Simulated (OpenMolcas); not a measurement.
**Exact exchange and the HOMO–LUMO gap of NClO**

NClO: 3 atoms, total charge 0, spin state singlet. As SMILES, `O=NCl`. Geometry: relaxed at PBE0-D4/def2-TZVP.

The HOMO–LUMO gap y, in eV, basis cc-pVTZ; a is the functional's share of exact exchange. Programs: OpenMolcas 26.06.

| functional | program | a | y (eV) |
| --- | --- | --- | --- |
| TPSS | OpenMolcas | 0 | 2.70 |
| revPBE | OpenMolcas | 0 | 2.55 |
| B3LYP | OpenMolcas | 0.2 | 4.46 |
| PBE0 | OpenMolcas | 0.25 | ? |
| BHLYP | OpenMolcas | 0.5 | 7.56 |

Question: Fit y = c + s·a to the known rows and predict PBE0.

Answer: 
1. Means of the 4 rows: a = 0.1750, y = 4.317.
2. Σ(Δa)² = 0.1675, Σ(Δa·Δy) = 1.6497, so the slope is 1.6497/0.1675 = 9.849.
3. Intercept: 4.317 − (9.849) × 0.1750 = 2.593. The largest residual of the fit is 0.11.
4. PBE0: 2.593 + (9.849) × 0.25 = 5.06 eV.

The run gave 4.98 eV, so the prediction is off by +0.08 eV, within the scatter of the fit. Exact exchange lowers occupied levels and raises empty ones. The rows mix families of semi-local functionals, which the line can't see.
